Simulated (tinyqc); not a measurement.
Worked calculation: harmonic frequencies on the RHF/sto-3g surface (energies and gradients from PySCF), for H2O, spin multiplicity 1. Computed by tinyqc, a small Python program that keeps every step (integrals from PySCF). Settings: charge = 0, multiplicity = 1, basis = sto-3g, delta = 0.002. Command: `OMP_NUM_THREADS=1 python tinyqc.py 25970 25971 out.jsonl` (the two numbers bound the seeds that draw the settings). One thread of a shared host (Intel(R) Xeon(R) Processor @ 2.60GHz), about 1 s of CPU time with the checks.

## One row of the Hessian: 2Hy

optimised positions (bohr):
```
           x          y          z
1O  0.077316  -0.034227  -0.102137
2H  0.010031   1.420972   1.069881
3H  0.039265  -1.443437   1.126072
```

gradient at +delta (hartree/bohr):
```
              x            y            z
1O   0.00002735  -0.00081520  -0.00042002
2H  -0.00003332   0.00088750   0.00053840
3H   0.00000597  -0.00007230  -0.00011838
```

gradient at -delta (hartree/bohr):
```
              x            y            z
1O  -0.00002830   0.00083482   0.00043636
2H   0.00003433  -0.00091017  -0.00055517
3H  -0.00000602   0.00007535   0.00011881
```

Displace 2Hy by +/-0.002 bohr; H(k, :) = (g(+) - g(-)) / (2 delta).

row of the Hessian (hartree/bohr^2): 1Ox 0.01391377, 1Oy -0.41250587, 1Oz -0.21409448, 2Hx -0.01691182, 2Hy 0.44941917, 2Hz 0.27339083, 3Hx 0.00299805, 3Hy -0.03691330, 3Hz -0.05929635

## Hessian by finite differences

All rows are made in the same way, and the matrix is symmetrised.

Hessian (symmetrised) (hartree/bohr^2), lower triangle:
```
             1Ox          1Oy          1Oz          2Hx          2Hy          2Hz          3Hx          3Hy
1Ox   0.00129903
1Oy  -0.00873496   0.80380947
1Oz  -0.02763933  -0.00360254   0.63376670
2Hx  -0.00089412   0.01918529   0.01573494   0.00086406
2Hy   0.01391369  -0.41250585  -0.21409404  -0.01691174   0.44941917
2Hz   0.01707024  -0.33479833  -0.30604821  -0.01563571   0.27339022   0.28875592
3Hx  -0.00040484  -0.01045032   0.01190440   0.00003003   0.00299805  -0.00143453   0.00037478
3Hy  -0.00517873  -0.39130366   0.21769658  -0.00227355  -0.03691330   0.06140810   0.00745228   0.42821698
3Hz   0.01056909   0.33840087  -0.32771868  -0.00009923  -0.05929621   0.01729238  -0.01046987  -0.27910466

            3Hz
3Hz  0.31042639
```

## Normal modes

masses (u): 1O 15.994915, 2H 1.007825, 3H 1.007825

Diagonalise H_ij / sqrt(m_i m_j); the 6 smallest eigenvalues belong to translations and rotations; wavenumber = sqrt(eigenvalue / 1822.888) x 219474.63; each mode has its largest component positive (the first on a tie); zero-point energy = sum of wavenumbers / 2, with 349.755 1/cm per kcal/mol.

eigenvalues of the mass-weighted Hessian (hartree/(bohr^2 u)): -0.000006  -0.000005  0.000000  0.000000  0.000000  0.000000  0.178207  0.648644  0.729700

harmonic wavenumbers of the vibrations (1/cm): 2170.0  4140.1  4391.1

mass-weighted modes:
```
        mode 1     mode 2     mode 3
1Ox   0.011592   0.008981   0.002680
1Oy  -0.005064  -0.003869  -0.262393
1Oz  -0.264143  -0.204665   0.005104
2Hx  -0.018671  -0.023589  -0.024559
2Hy  -0.422899   0.566525   0.531168
2Hz   0.534631   0.396624   0.427793
3Hx  -0.027510  -0.012190   0.013883
3Hy   0.443074  -0.551110   0.514156
3Hz   0.517663   0.418723  -0.448127
```

zero-point energy = 15.298179 kcal/mol
